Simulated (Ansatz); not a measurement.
## GaH, triplet: the ladder up to full CI

Geometry: that of the GaH⁻, doublet, kept fixed. The singlet lies 2.1 eV lower here.

```yaml
atoms:
  - { symbol: Ga, position_ang: [0.0000, 0.0000, 0.0000] }
  - { symbol: H, position_ang: [0.0000, 0.0000, 1.7244] }
```

Basis aug-cc-pVDZ; Ansatz 0.2.0. Correlated methods freeze the noble-gas cores and the filled d shells of p-block atoms, which leaves 4 electrons in 31 orbitals. Prefix R: restricted or restricted open-shell reference; prefix U: unrestricted. Active spaces: valence = (4e, 5o) chosen from the atoms' valence shells. No spin–orbit coupling is included, and no scalar relativity.

Full CI is exact within this basis and frozen core; it isn't the basis-set limit. The frozen core follows each run's orbitals, which can shift R against U totals by a few meV for light atoms and by up to 0.1 eV past Ca.

For open shells CISD is restricted-active-space CI with the open shells as a complete middle space.

```
UHF ⟨S²⟩                          : 2.026
T1 diagnostic (RCCSD)             : 0.0479
largest doubles amplitude (RCCSD) : 0.056
```

```csv
level,E − E(RHF) (eV)
RMP2,-1.0725
RCCSD,-1.5260
RCCSD(T),-1.5622
```

(1) Estimate how far full CI in aug-cc-pVDZ lies from RCCSD(T). The table doesn't fix it; the size of (T) and the diagnostics are the guide.

(1) Full CI in aug-cc-pVDZ lies 0.32 kcal/mol below RCCSD(T), which is 38 % of the (T) step (-0.84 kcal/mol). T1 is raised, and the rest is a large part of (T).

The other levels:

| level | E − E(full CI) (kcal/mol) | share of correlation (%) | wall time |
| --- | --- | --- | --- |
| CISD | 1.11 | 96.94 | 1.3 s |
| BCCD(T) | 0.30 | 99.17 | 2 s |
| RCCSDT | -0.02 | 100.06 | – |
| RCCSDT(Q) | -0.03 | 100.09 | 4.2 s |
| CASSCF (valence space) | 20.15 | 44.57 | – |
| NEVPT2 (valence space) | 6.32 | 82.60 | 1.7 s |
| MRCISD (valence space) | 0.51 | 98.59 | – |
| MRCISD+Q (valence space) | -0.11 | 100.29 | 2 s |
| MRCISD+Q(relaxed) (valence space) | -0.39 | 101.07 | 2 s |

The correlation energy at full CI, counted from RHF, is -1.576 eV. That run took 2.1 s on 1 thread of Arm Neoverse V2, shared host over 54,026 determinants.

Run but not shown, since their state or frozen core can't be matched to the reference's or they repeat it: UHF, UMP2, UCCSD, UCCSD(T), UCCSDT, UCCSDT(Q).

Times hold each run's SCF and search for its determinant on a shared host, so for small cases they say little of a method's own cost; they ran on 1 thread of Arm Neoverse V2.

Not variational, and here over 5 meV under the exact energy: MRCISD+Q(relaxed) (valence space).

The full-CI state has the irrep B1 of C2v, in the program's axes (one component, if the state is degenerate).

Natural occupations of full CI about the gap: 1.925 0.993 0.985 0.033 0.021 0.011 0.007 0.005 0.005 0.005; effectively unpaired electrons, Σ n²(2−n)², 2.03.
